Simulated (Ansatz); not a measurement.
# BH₄ (doublet): wave-function methods side by side at distance B1–H5 = 3.318 Å, cc-pVTZ

The task here is to estimate one member of a computed series from the others.

The runs use Ansatz 0.2.0, Gaussian basis; cc-pVTZ, core rule «outside noble gas», up to 1 orbitals frozen.

Plan: UHF; CCSD(T) on ROHF; CCSD(T) on UHF; BCCD(T) on ROHF; CCSDT(Q) on ROHF; CCSDT(Q) on UHF; CASSCF and MRCISD+Q, 3 electrons in 3 orbitals; CASSCF and NEVPT2, 3 electrons in 3 orbitals.

4 further runs of the same task are left out: 4 for a known fault of the program. Runs told in other sessions of the task aren't counted.

## What is computed

The geometry derives from a PBE0/def2-TZVP stationary point (not a proven minimum). One bond is set to the value named and the two fragments are kept rigid.

5 atoms, charge 0, spin multiplicity 2.

Atoms are counted from 1 here; the program's logs count them from 0.

Bond lengths: B1–H2 1.220 Å, B1–H3 1.220 Å, B1–H4 1.220 Å. Angles: H2–B1–H3 96.8°, H2–B1–H4 96.8°, H3–B1–H4 139.9°.

The first run:

in.yaml

```yaml
crystal:
  periodic: [false, false, false]
  atoms:
    - {symbol: B, position_ang: [-0.049311, 0.094950, 0.094042]}
    - {symbol: H, position_ang: [0.365374, 0.907445, 0.904695]}
    - {symbol: H, position_ang: [-0.473638, -0.712744, 0.904503]}
    - {symbol: H, position_ang: [-0.462123, 0.903596, -0.721401]}
    - {symbol: H, position_ang: [1.099289, -2.116715, -2.096478]}
basis:
  gaussian: {orbitals: cc-pVTZ}
magnetization: {spin_polarized: true, initial_magnetization: 1}
hamiltonian: {xc: hf}
output: {orbitals: {seedname: orbitals}}
```

Command:

```
ansatz run in.yaml --threads 1 --pin off --events-out ev --progress --plain --max-ram 4096MiB --backend cpu
```

Steps of the session up to this table: UHF; CCSD(T) on ROHF; CCSD(T) on UHF; BCCD(T) on ROHF; CCSDT(Q) on ROHF; CCSDT(Q) on UHF; CASSCF and MRCISD+Q, 3 electrons in 3 orbitals; CASSCF and NEVPT2, 3 electrons in 3 orbitals.

One of the session's tables, all rows but one given; the rest of the session is left out.

It belongs to the step «Misses and costs». 

```
       method  from UCCSDT(Q) (meV)
         ROHF               +3917.1
          UHF               +3916.9
         RMP2                +714.2
         UMP2                +714.1
        RCCSD                 +96.6
        UCCSD                 +96.6
     RCCSD(T)                 +14.7
     UCCSD(T)                 +14.7
      BCCD(T)                 +14.7
       RCCSDT                  +1.7
       UCCSDT                  +1.7
    RCCSDT(Q)                  +0.1
    UCCSDT(Q)                     0
  CASSCF pair               +3473.4
  NEVPT2 pair                +737.4
  MRCISD pair                     ?
MRCISD+Q pair                  -5.2
```

Q: Estimate the row for MRCISD pair from the others.

The run gave: from UCCSDT(Q) (meV): +182.9. In the column «from UCCSDT(Q) (meV)» it lies between UCCSD (+96.6) and UMP2 (+714.1).

Caveats from the session: Restricted and unrestricted rows rest on different reference determinants; a gap between their highest levels can come from leftover correlation error, from unlike frozen cores or from another state.
